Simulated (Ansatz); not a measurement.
# C₂F₂OS: one species, many methods

The task here is to estimate one member of a computed series from the others.

Method: functionals in def2-TZVPP, the program's frozen cores in correlated methods; program: Ansatz 0.2.0, Gaussian basis.

Levels to be run: LDA (SPW92), PBE-D4, revPBE-D4, BLYP-D4, r2SCAN-D4, B97M-V, PBE0-D4, B3LYP-D4, r2SCANh-D4, r2SCAN0-D4, HSE06-D4, BHLYP-D4, CAM-B3LYP-D4, LC-ωPBE, ωB97X-V, ωB97M-V, B2PLYP, PBE-QIDH; CCSD(T)/def2-SVP; CCSD(T)/def2-TZVPP; MP2/def2-QZVPP; extrapolation to the limit; RPA on PBE.

## Structure used throughout

The geometry comes from an earlier relaxation with PBE0-D4 in a triple-zeta def2 set; it is a stationary point.

SMILES `O=C1SC1(F)F`, 6 atoms, charge 0, spin multiplicity 1.

Atoms are counted from 1 here; the program's logs count them from 0.

Bond lengths: O1–C2 1.180 Å, C2–S3 1.769 Å, C2–C4 1.461 Å, S3–C4 1.817 Å, C4–F5 1.329 Å, C4–F6 1.329 Å. Angles: O1–C2–S3 143.2°, O1–C2–C4 149.1°, S3–C2–C4 67.7°, C2–S3–C4 48.1°, C2–C4–S3 64.2°, C2–C4–F5 120.8°, C2–C4–F6 120.8°, S3–C4–F5 118.0°, S3–C4–F6 118.0°, F5–C4–F6 109.0°.

The first run:

The input, in.yaml:

```yaml
crystal:
  periodic: [false, false, false]
  atoms:
    - {symbol: O, position_ang: [0.929542, -1.586154, 0.863981]}
    - {symbol: C, position_ang: [0.244589, -0.838904, 0.259189]}
    - {symbol: S, position_ang: [-1.149631, -0.759069, -0.827267]}
    - {symbol: C, position_ang: [-0.078711, 0.532469, -0.128534]}
    - {symbol: F, position_ang: [0.707945, 1.208196, -0.959828]}
    - {symbol: F, position_ang: [-0.611634, 1.379362, 0.746259]}
basis:
  gaussian: {orbitals: def2-TZVPP}
hamiltonian: {xc: lda}
output: {orbitals: {seedname: orbitals}}
```

On the command line:

```console
> ansatz run in.yaml --threads 2 --pin off --events-out ev --progress --plain --max-ram 4352MiB
```

Among the steps run: LDA; PBE-D4 (GGA); revPBE-D4 (GGA); BLYP-D4 (GGA); r2SCAN-D4 (meta-GGA); B97M-V (meta-GGA); B3LYP-D4 (hybrid); r2SCANh-D4 (hybrid); r2SCAN0-D4 (hybrid); HSE06-D4 (hybrid); BHLYP-D4 (hybrid); CAM-B3LYP-D4 (range-separated); LC-ωPBE (range-separated); ωB97X-V (range-separated); ωB97M-V (range-separated); B2PLYP (double hybrid); PBE-QIDH (double hybrid).

One table of the session follows, with a row left open; its other results are not shown here.

| functional | HOMO (eV) | LUMO (eV) | gap (eV) |
| --- | --- | --- | --- |
| LDA (SPW92) | -7.05 | -3.29 | 3.76 |
| PBE-D4 | -6.84 | -3.02 | 3.83 |
| revPBE-D4 | -6.77 | -2.92 | 3.85 |
| BLYP-D4 | -6.75 | -2.88 | 3.87 |
| r2SCAN-D4 | -7.15 | -2.89 | 4.26 |
| B97M-V | -7.25 | -2.75 | 4.50 |
| PBE0-D4 | -8.31 | -2.06 | 6.25 |
| B3LYP-D4 | -8.09 | -2.29 | 5.80 |
| r2SCANh-D4 | -7.70 | -2.53 | 5.16 |
| r2SCAN0-D4 | -8.52 | -1.99 | 6.53 |
| HSE06-D4 | -7.91 | -2.45 | 5.46 |
| BHLYP-D4 | -9.71 | -0.92 | 8.79 |
| CAM-B3LYP-D4 | ? | ? | ? |
| LC-ωPBE | -10.94 | 0.26 | 11.20 |
| ωB97X-V | -10.61 | 0.25 | 10.86 |
| ωB97M-V | -10.49 | 0.23 | 10.72 |

Q: Estimate the row for CAM-B3LYP-D4 from the others.

The run gave: HOMO (eV): -9.69; LUMO (eV): -0.89; gap (eV): 8.80. In the column «HOMO (eV)» it lies between BHLYP-D4 (-9.71) and r2SCAN0-D4 (-8.52).
